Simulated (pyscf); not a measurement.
Atom transfer: F–SiH₂–SiH₃ (SMILES F[SiH2][SiH3]) + H• (SMILES [H]) → •H₂Si–SiH₃ (SMILES [SiH2][SiH3]) + HF (SMILES F)

Gas phase, doublet surface, charge 0. Bonds broken: Si1–F9. Bonds formed: H3–F9. PySCF, gas phase, ωB97X-D3(BJ)/def2-SVP geometries. Correlated levels are frozen-core, on RHF or UHF. ΔMP2 is the change of the MP2 total energy from the triple- to the quadruple-zeta basis.

Transition state (Å):

```xyz
9

Si    -1.3414    -0.7024    -0.4472
Si     0.0314     1.0732     0.1503
H     -0.6707    -1.4499    -1.7792
H     -2.7891    -0.4078    -0.5864
H     -1.2251    -1.8276     0.5486
H     -0.0941     1.3851     1.6048
H      1.4438     0.6916    -0.1406
H     -0.3293     2.2747    -0.6521
F     -0.9704    -0.3379    -2.4209
```

One imaginary mode, 616i cm⁻¹; descent along it reached the two sides named.

```json
[
 {"bond": "Si1–F9", "change": "breaks", "reactant side (Å)": "1.635", "saddle": "2.041", "product side": "3.1"},
 {"bond": "H3–F9", "change": "forms", "reactant side (Å)": "3.2", "saddle": "1.318", "product side": "0.926"}
]
```

Electronic energies relative to the separated reactants (eV):

```csv
level,barrier,reaction energy,reverse barrier
ωB97X-D3(BJ)/def2-TZVP,1.43,+0.43,0.99
PBE/def2-TZVP,1.06,+0.28,0.79
r²SCAN/def2-TZVP,1.18,+0.30,0.88
B3LYP-D3(BJ)/def2-TZVP,1.28,+0.32,0.96
PBE0-D3(BJ)/def2-TZVP,1.28,+0.29,0.99
M06-2X/def2-TZVP,1.60,+0.39,1.20
ωB97M-D3(BJ)/def2-TZVP,1.44,+0.42,1.02
HF/def2-TZVP,2.41,+0.61,1.79
MP2/def2-QZVPP,1.76,+0.45,1.31
CCSD/def2-TZVPP,1.64,+0.24,1.39
CCSD(T)/def2-TZVPP,1.56,+0.26,1.30
CCSD(T)/def2-TZVPP + ΔMP2(QZVPP),1.55,+0.29,1.26
```

With CCSD(T)/def2-TZVPP + ΔMP2(QZVPP) energies and thermal terms (ideal gas, 1 atm, RRHO with modes under 100 cm⁻¹ raised to 100, one conformer, R ln 2 for chiral ones without a mode under 150 cm⁻¹), in eV:

| T (K) | ΔH‡ | ΔG‡ | ΔH | ΔG |
|---|---|---|---|---|
| 298 | 1.58 | 1.88 | +0.41 | +0.29 |
| 600 | 1.56 | 2.20 | +0.39 | +0.17 |
| 900 | 1.53 | 2.53 | +0.35 | +0.07 |
| 1200 | 1.52 | 2.86 | +0.31 | -0.02 |

At the saddle there is also a short H–Si contact that neither side keeps. The same reactants have a lower exit, to F–SiH₂–SiH₂• + H₂ (barrier +0.19 eV at ωB97M-D3(BJ), against +1.44 eV here). This is the saddle that the search found; another between the same sides may lie lower. The angle at the transferred F is 55°: a side-on saddle, likely not the lowest. The CCSD(T) − MP2 part came from Ansatz, without density fitting, on the same reference.
